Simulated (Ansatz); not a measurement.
We consider bcc V, described by r²SCAN (Ansatz, an electronic-structure program, PAW).

Run with plane-wave cutoff 560 eV, 26×26×26 k mesh, Fermi–Dirac smearing 0.05 eV, no spin polarisation, scalar-relativistic PAW data made under PBE.

Cell (relaxed at this level):

```cif
data_V
_chemical_formula_sum 'V1'
_space_group_name_H-M_alt 'P 1'
_space_group_IT_number 1
_cell_length_a 2.58283
_cell_length_b 2.58283
_cell_length_c 2.58283
_cell_angle_alpha 109.471
_cell_angle_beta 109.471
_cell_angle_gamma 109.471
loop_
_space_group_symop_operation_xyz
  'x, y, z'
loop_
_atom_site_label
_atom_site_type_symbol
_atom_site_fract_x
_atom_site_fract_y
_atom_site_fract_z
_atom_site_occupancy
V1 V 0.00000 0.00000 0.00000 1
```

**Question.** What does this level give for the bulk modulus?

**Answer.** 
- bulk modulus: 194 GPa

Measured, for comparison: bulk modulus 161 GPa (corrected for temperature and zero-point phonon effects, our sources range from 159 to 166; as tabulated in Levämäki et al. (2014), arXiv:1402.3671). Computed (rounded) less measured: bulk modulus +20 % (+17 % to +22 % over the range).

Note: the run has no spin polarisation, so it can have missed a magnetic state; the bulk modulus is −V dP/dV from two relaxed cells at ±2 % in volume.

The result took about 25 core-seconds (a rough figure).
